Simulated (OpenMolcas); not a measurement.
## Run times for C2F3N (cyanotrifluoromethane)

C2F3N has 6 atoms, charge 0, and is taken as a singlet. SMILES: `N#CC(F)(F)F`. The C3–F5 distance was set to 2.387 Å, away from the relaxed value. At this shape a bond of the SMILES string is far longer than usual.

```xyz
6

N     0.3918   -2.1702    1.6089
C    -0.1441   -1.2757    1.1332
C    -0.8367   -0.1195    0.5182
F    -1.9463   -0.5209   -0.0869
F     0.5815    0.9270   -1.0915
F    -1.1555    0.7697    1.4490
```

Program: OpenMolcas 26.06. Hardware: 1 thread of Arm Neoverse V1, shared host, so times are rough. Two-electron integrals are exact unless an approximation is named.

**Question.** Estimate their order by wall time, quickest first.
A. energy at BHLYP/cc-pVDZ, grid UltraFine
B. energy at HF/STO-3G
C. energy at MP2/cc-pVDZ, 6 core orbitals frozen

**Answer.** B (1.9 s), C (6.9 s), A (25 s).
